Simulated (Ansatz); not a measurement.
Input for Ansatz (development build ahead of 0.2.0):

```yaml
crystal:
  periodic: [false, false, false]
  atoms:
    - { symbol: C, position_ang: [0.02546, 0.04091, -0.50948] }
    - { symbol: O, position_ang: [0.04412, 0.01745, 0.68906] }
    - { symbol: H, position_ang: [-0.01989, -0.96551, -1.16544] }
    - { symbol: H, position_ang: [-0.02416, 0.90402, -1.10787] }
basis:
  gaussian: { orbitals: def2-TZVP }
hamiltonian:
  xc: hf
correlation:
  method: mp2
  frozen_orbitals: { C: 1, H: 0, O: 1 }
```

The input is written out in the form of the current development build from the run's settings.

Output:

| Quantity | Value |
| --- | --- |
| Converged | yes |
| Reference energy | -113.90901 hartree |
| Correlation energy | -0.38895 hartree |
| Total energy | -114.29796 hartree |
| Spin squared of the determinant | 0.000 |
